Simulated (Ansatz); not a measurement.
hcp Ru, treated with r²SCAN (Ansatz, a quantum-chemistry and plane-wave program, plane waves, PAW).

Numerical settings: plane-wave cutoff 560 eV, 24×24×14 k mesh (along the axes of the cell as run), Fermi–Dirac smearing 0.05 eV, no spin polarisation, scalar-relativistic PAW data made under PBE.

The volume scan:

```
V (Å³/atom)  E − E_lowest (meV/atom)
-----------  -----------------------
12.954                         24.60
13.224                          5.91
13.494                          0.00
13.764                          5.46
14.034                         21.05
```

**Question.** What bulk modulus B0 and pressure derivative B′ does a third-order Birch–Murnaghan fit give?

**Answer.** V0 = 13.494 Å³/atom, B0 = 337 GPa, B′ = 4.8 (fit to the energies at full precision).

Shape and atoms are relaxed at each volume.

Measured, for comparison: bulk modulus 318 GPa (zero-point energy and finite temperature contributions removed, our sources range from 318 to 336; as tabulated in doi:10.1021/acs.jctc.3c00612). Computed (rounded) less measured: bulk modulus +6 % (+0.3 % to +6 % over the range).

Note: the bulk modulus comes from volumes at which shape and atoms were relaxed.
